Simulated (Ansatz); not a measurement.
C₃H₅Cl (`C/C=C/Cl`). Total charge 0; spin multiplicity 1.

```tsv
atom	x (Å)	y (Å)	z (Å)
C1	1.103	-0.424	0.188
C2	-0.049	0.506	0.029
C3	-1.277	0.101	-0.248
Cl4	-2.611	1.176	-0.430
H5	1.548	-0.329	1.183
H6	0.804	-1.464	0.046
H7	1.892	-0.194	-0.535
H8	0.138	1.569	0.150
H9	-1.547	-0.940	-0.383
```

Question: What are the harmonic wavenumbers in cm⁻¹ at PBE0-D4/def2-TZVP (Ansatz, finite differences of forces, unscaled)? (An estimate is asked.)

Answer: Ansatz gave: 205, 239, 258, 430, 792, 822, 966, 975, 1063, 1124, 1267, 1317, 1406, 1469, 1479, 1719, 3041, 3098, 3131, 3179, 3209.

Question: Is this a minimum?

Answer: Yes, all 21 modes are real.

Question: Give the ideal-gas thermochemistry at 298.15 K and 1 bar (rigid rotor, harmonic oscillator; point group Cs, symmetry number 1).

Answer: Zero-point energy 186.6 kJ/mol; H(298) − E = 202.1 kJ/mol; entropy 296.7 J/(mol·K), of which translation 163.0, rotation 103.3, vibration 30.4; G(298) − E = 113.6 kJ/mol.

Question: And at 400, 500, 600, 800 and 1000 K?

Answer: 
| T (K) | H − E (kJ/mol) | S (J/mol/K) | G − E (kJ/mol) |
| --- | --- | --- | --- |
| 400 | 210.6 | 321.2 | 82.1 |
| 500 | 220.6 | 343.4 | 48.9 |
| 600 | 231.9 | 364.0 | 13.5 |
| 800 | 257.9 | 401.2 | -63.1 |
| 1000 | 287.2 | 433.8 | -146.6 |
